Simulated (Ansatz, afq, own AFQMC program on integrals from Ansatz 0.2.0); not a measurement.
HCl, singlet: a scan with AFQMC

```json
{"atom": "Cl", "x (Å)": "0.0000", "y (Å)": "0.0000", "z (Å)": "0.0000"}
{"atom": "H", "x (Å)": "0.0000", "y (Å)": "0.0000", "z (Å)": "1.2788"}
```

The Cl1–H2 distance is changed with both sides rigid. Energies in eV count from this geometry (1.279 Å) at the same level; the start stands on RHF, each point on the determinant named.

Basis cc-pVDZ. Noble-gas cores (and the filled d shells of Ga–Kr and In–Xe) are frozen. Integrals, coupled cluster, full CI and functionals: Ansatz 0.2.0; the random walks run on the same integrals in our own AFQMC program. The CISD trial takes its coefficients from CCSD amplitudes. Released means that phaseless walkers are propagated on without the constraint, phases kept. Uncertainties: one standard error, sampling alone.

Cautions, each for one point or more: cluster runs in doubt by the program's own checks; restricted determinant unstable towards unrestricted; strong correlation; the next higher spin lies close; unrestricted determinant spin contaminated.

| r(Cl1–H2) / Å | det. | T1 | weight | ⟨S²⟩ | CCSD(T) | ph-AFQMC/CISD | released AFQMC | FCI | CCSDT(Q) | B2PLYP | r2SCAN |
| --- | --- | --- | --- | --- | --- | --- | --- | --- | --- | --- | --- |
| 1.149 | RHF | 0.004 | 0.94 | pure | 0.426 | 0.428 ± 0.002 | 0.428 ± 0.002 | 0.427 | 0.427 | 0.424 | 0.429 |
| 1.432 | RHF | 0.006 | 0.93 | pure | 0.254 | 0.255 ± 0.002 | 0.254 ± 0.002 | 0.252 | 0.253 | 0.249 | 0.240 |
| 1.780 | RHF | 0.011 | 0.91 | pure | 1.728 | 1.727 ± 0.002 | – | 1.719 | 1.719 | 1.757 | 1.722 |
| 2.331 | RHF | 0.030 | 0.82 | pure | 3.511 | 3.573 ± 0.004 | – | 3.500 | 3.498 | 3.788§ | 3.651§ |
| 3.407 | UHF‡ | 0.005 | 0.95 | 1.00 | 4.245 | 4.238 ± 0.002 | 4.228 ± 0.002 | 4.229 | 4.234 | 4.322§ | 4.435§ |

Weight is that of the determinant in the CISD state; at the start T1 is 0.005 and the weight 0.94. A double dagger marks points where the walks on two determinants ended up to 0.261 eV apart; the lower is shown. A dash marks a missing value, a released energy that hasn't settled or a functional that sits on another state. § marks a functional whose ⟨S²⟩ is too high by over 0.1. Largest departures from full CI: CCSD(T) 0.016 eV at 3.407 (on UHF), ph-AFQMC/CISD 0.073 eV at 2.331 (on RHF), released AFQMC 0.002 eV at 1.432 (on RHF) (within the noise), CCSDT(Q) 0.005 eV at 3.407 (on UHF), B2PLYP 0.038 eV at 1.780, r2SCAN -0.013 eV at 1.432. Functionals count only at points shown to share the start's state and spin. In this small basis the wave-function levels are far from their limit, so their gap to the functionals isn't the functionals' error.

Some points may be missing: those where a free walk finds a much lower state, and past Zn most of those on another determinant than at the start.

CCSDT and higher add their correlation energy to the determinant of the CCSD(T) run, since their own runs factorise the integrals more tightly (a shift of under 2 meV). A walk keeps the symmetry of its determinant, which the program's search chose and which needn't be the lowest solution, so a lower state of the same spin and another symmetry isn't excluded. Released energies are given only where the last usable release times agree within the noise; a slower fall can still hide under it.
